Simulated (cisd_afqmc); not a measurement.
Input (AFQMC/UCISD/cc-pVTZ; cisd_afqmc is a phaseless AFQMC code with CISD trial states that reads the integrals written by Ansatz):

Ansatz 0.2 input:
```python
import cisd_afqmc

open("ham.yaml", "w").write("""\
crystal:
  periodic: [false, false, false]
  atoms:
    - {symbol: C, position_ang: [-0.00000000, -0.00000000, -0.16250200]}
    - {symbol: H, position_ang: [0.00000000, 0.00000000, 0.97501202]}
basis:
  gaussian:
    orbitals: cc-pVTZ
total_charge: 1
correlation: {method: ccsd, electrons: outside_noble_gas, hamiltonian_folder: ham}
magnetization: {spin_polarized: true, initial_magnetization: 0}
scf: {lower_state_search: full}
""")
rep = cisd_afqmc.ansatz("ham.yaml")
e_ccsd = rep["correlation"]["coupled_cluster"]["energy"]["hartree"]
out = cisd_afqmc.run("ham", e_ccsd, trial="CISD", walkers=200, populations=8, threads=8, dt=0.005, steps=40, early=24, settle=10, least=32,
    cut=5e-5, rank_cut=2e-4, target=0.0004, seconds=1500, seed=1, memory=17280, gpu=False)
```

Output:

```
orbitals 43, occupied [2, 2], factors 214 of 252, rank of the doubles 91 of 164
E(HF) = -37.917499
E(CCSD) on the cut factors = -38.021224, shift to the whole factors 0.000003
Energy of the trial state on the determinant = -38.021133
  tau behind 7.2 of longer steps, mean of the populations' last blocks
   2.0  -38.02318
   4.0  -38.02324
   6.0  -38.02352
   8.0  -38.02328
blocks 266 (2 outliers left out), error by blocks joined: 1: 0.00009, 2: 0.00011, 4: 0.00012, 8: 0.00012, 16: 0.00011
E(AFQMC/CISD) = -38.02335 +/- 0.00012
```

The determinant is spin-contaminated: <S^2> is 0.53, 0.53 over the pure value.

A triplet may lie lower; no result for it is given here.

The run carries these doubts: spin mixed.
